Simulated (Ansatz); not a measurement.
# BH2F− (SMILES [BH2-]F): levels of theory compared

Wanted: a comparison of 6 runs (UHF/STO-3G, U-wB97X/STO-3G, UBHLYP/STO-3G, UPBE0/STO-3G, UMP2/STO-3G, UCCSDT/STO-3G) of BH2F−. 

The calculation is run with Ansatz 0.2.0.

1 further run of the same task is left out (it didn't finish).

### Step 1. The molecule

BH2F− has 4 atoms, charge -1, and is taken as a doublet. As SMILES, `[BH2-]F`. The H4–B1 distance was set to 1.863 Å, away from the relaxed value. At this shape a bond of the SMILES string is far longer than usual.

Bond lengths: B1–F2 1.499 Å, B1–H3 1.242 Å. Angles: F2–B1–H3 108.4°. A long bond or contact: B1–H4 1.863 Å.

### Step 2. A single-point energy at UHF/STO-3G (run 1)

input.yaml

```yaml
crystal:
  periodic: [false, false, false]
  atoms:
    - symbol: B
      position_ang: [-0.226889, 0.207616, 0.699327]
    - symbol: F
      position_ang: [0.891361, -0.565634, 1.329907]
    - symbol: H
      position_ang: [-1.280889, -0.430484, 0.853137]
    - symbol: H
      position_ang: [0.194760, 0.498060, -1.091520]
basis:
  gaussian: {orbitals: STO-3G}
total_charge: -1
magnetization: {spin_polarized: true, initial_magnetization: 1}
hamiltonian: {xc: hf}
accuracy: high
```

Launch:

```bash
$ ansatz run input.yaml --threads 1 --pin off --max-ram 2610MiB --events-out events.jsonl --progress --plain --runs-dir runs
```

Log:

```text
Warning: RAYON_NUM_THREADS=1 ignored (pool sized by the plan → 1); use --threads N
Functional definition: HF
  name "HF"
  exchange = exact_x
  correlation = 0
187 factors; integrals over basis functions are off by at most 4.1e-8 eV
mean field evaluation 1: about -3351.2312 eV, gradient 1.2e1 eV
mean field evaluation 2: about -3351.3015 eV, gradient 1.2e1 eV
mean field evaluation 4: about -3354.0109 eV, gradient 2.2e0 eV
mean field evaluation 8: about -3354.1595 eV, gradient 1.6e-1 eV
mean field evaluation 16: about -3354.1584 eV, gradient 6.6e-5 eV
mean field evaluation 32: about -3347.2602 eV, gradient 5.3e0 eV
mean field -3354.15843650 eV, -123.2630490110 hartree, gradient 9.7e-8 eV, S^2 0.761047; 0 other end points of the search recorded, 0 dependent functions left out
reference -3354.15843650 eV, -123.2630490110 hartree; 9, 8 occupied and 3, 4 virtual orbitals, 187 factors
Total energy: -3354.15843650 eV, -123.2630490110 hartree
```

Wall time 0.12 s (1 thread of AMD EPYC 7R43 (Zen 3), shared host).

### Step 3. A single-point energy at U-wB97X/STO-3G (run 2)

run.yaml

```yaml
crystal:
  periodic: [false, false, false]
  atoms:
    - {symbol: B, position_ang: [-0.226889, 0.207616, 0.699327]}
    - {symbol: F, position_ang: [0.891361, -0.565634, 1.329907]}
    - {symbol: H, position_ang: [-1.280889, -0.430484, 0.853137]}
    - {symbol: H, position_ang: [0.194760, 0.498060, -1.091520]}
basis:
  gaussian:
    orbitals: STO-3G
total_charge: -1
magnetization:
  spin_polarized: true
  initial_magnetization: 1
hamiltonian:
  xc: {name: wB97X}
accuracy: high
```

Launch:

```bash
$ ansatz run run.yaml --threads 1 --pin off --max-ram 2610MiB --events-out events.jsonl --progress --plain --runs-dir runs
```

Log, shortened:

```text
Warning: RAYON_NUM_THREADS=1 ignored (pool sized by the plan → 1); use --threads N
Functional definition: wB97X
  name "wB97X"
[...]
      + exact_x_lr(omega)
[...]
      + integral(e_c_pw_opposite_spin*poly(b97_u_opposite, 1, cos1, cos2, cos3, cos4))
187 factors; integrals over basis functions are off by at most 4.1e-8 eV
112 factors; integrals over basis functions are off by at most 7.1e-10 eV
[...]
mean field -3369.77096508 eV, -123.8367988540 hartree, gradient 3.9e-8 eV, S^2 0.751216; 0 other end points of the search recorded, 0 dependent functions left out
reference -3369.77096384 eV, -123.8367988082 hartree; 9, 8 occupied and 3, 4 virtual orbitals, 187 factors
Total energy: -3369.77096384 eV, -123.8367988082 hartree
```

It took 5.1 s on 1 thread of AMD EPYC 7R43 (Zen 3), shared host; peak memory 0.3 GiB.

Runs 3 to 4 aren't shown in full; the table further down has their settings and results.

### Step 4. The energy at UMP2/STO-3G (run 5)

molecule.yaml

```yaml
crystal:
  periodic: [false, false, false]
  atoms:
    - symbol: B
      position_ang: [-0.226889, 0.207616, 0.699327]
    - symbol: F
      position_ang: [0.891361, -0.565634, 1.329907]
    - symbol: H
      position_ang: [-1.280889, -0.430484, 0.853137]
    - symbol: H
      position_ang: [0.194760, 0.498060, -1.091520]
basis:
  gaussian: {orbitals: STO-3G}
total_charge: -1
magnetization: {spin_polarized: true, initial_magnetization: 1}
correlation: {method: mp2, frozen_orbitals: {B: 1, F: 1, H: 0}}
accuracy: high
```

Launch:

```bash
$ ansatz run molecule.yaml --threads 1 --pin off --max-ram 2610MiB --events-out events.jsonl --progress --plain --runs-dir runs
```

Log:

```text
Warning: RAYON_NUM_THREADS=1 ignored (pool sized by the plan → 1); use --threads N
[... 4 set-up lines as earlier in the session ...]
187 factors; integrals over basis functions are off by at most 4.1e-8 eV
mean field evaluation 1: about -3351.2312 eV, gradient 1.2e1 eV
mean field evaluation 2: about -3351.3015 eV, gradient 1.2e1 eV
mean field evaluation 4: about -3354.0109 eV, gradient 2.2e0 eV
mean field evaluation 8: about -3354.1595 eV, gradient 1.6e-1 eV
mean field evaluation 16: about -3354.1584 eV, gradient 6.6e-5 eV
mean field -3354.15843650 eV, -123.2630490110 hartree, gradient 9.7e-8 eV, S^2 0.761047; 2 other end points of the search recorded, 0 dependent functions left out
2 core orbitals not correlated: weight in the atoms' cores, before any rotation towards them, 1.000 or more for the frozen orbitals, at most 0.000 for the correlated occupied ones
reference -3354.15843650 eV, -123.2630490110 hartree; 7, 6 occupied and 3, 4 virtual orbitals, 187 factors
second order -1.56360033 eV of doubles, -0.00000000 eV of singles
Total energy: -3355.72203683 eV, -123.3205102633 hartree
```

Run time: 0.12 s. Hardware: 1 thread of AMD EPYC 7R43 (Zen 3), shared host.

### Step 5. The energy at UCCSDT/STO-3G (run 6)

Changes to run.yaml since step 3:

```diff
@@ -14,4 +14,7 @@
   initial_magnetization: 1
-hamiltonian:
-  xc: {name: wB97X}
+correlation:
+  method: ccsdt
+  frozen_orbitals: {B: 1, F: 1, H: 0}
 accuracy: high
+scf:
+  omitted_lower_state_checks: [cluster_reference, increment]
```

Launch:

```bash
$ ansatz run run.yaml --threads 1 --pin off --max-ram 2610MiB --events-out events.jsonl --progress --plain --runs-dir runs
```

Log:

```text
Warning: RAYON_NUM_THREADS=1 ignored (pool sized by the plan → 1); use --threads N
[... 12 lines left out ...]
2 core orbitals not correlated: weight in the atoms' cores, before any rotation towards them, 1.000 or more for the frozen orbitals, at most 0.000 for the correlated occupied ones
[... 33 lines left out ...]
Total energy: -3356.47898038 eV, -123.3483274257 hartree
Checks for a lower state left out: cluster_reference, increment
```

It took 0.55 s on 1 thread of AMD EPYC 7R43 (Zen 3), shared host.

### Step 6. The series

| run | level | frozen core orbitals | energy (Eh) | ⟨S²⟩ | wall time |
| --- | --- | --- | --- | --- | --- |
| 1 | UHF/STO-3G | – | -123.263049 | 0.761 | 0.12 s |
| 2 | U-wB97X/STO-3G | – | -123.836799 | 0.751 | 5.1 s |
| 3 | UBHLYP/STO-3G | – | -123.812128 | 0.751 | 0.81 s |
| 4 | UPBE0/STO-3G | – | -123.738715 | 0.751 | 0.89 s |
| 5 | UMP2/STO-3G | 2 | -123.320510 | 0.761 | 0.12 s |
| 6 | UCCSDT/STO-3G | 2 | -123.348327 | 0.761 | 0.55 s |

### Step 7. Results

| quantity | value |
| --- | --- |
| run 6: total energy | -123.34833 Eh |
| run 6: correlation energy (2 core orbitals frozen) | -85.3 mEh |
| run 6: ⟨S²⟩ of the reference determinant | 0.761 |
| run 6: T1 diagnostic | 0.018 |

**Reading.** Below the UHF energy at the same shape and in the same basis (STO-3G): UMP2 -57.5 mEh; UCCSDT -85.3 mEh. Totals of different functionals can't be ranked against each other. In runs 1, 2, 3, 4, 5, 6 the basis is minimal, so the values are rough. All runs together took 7.6 s, the longest 5.1 s.
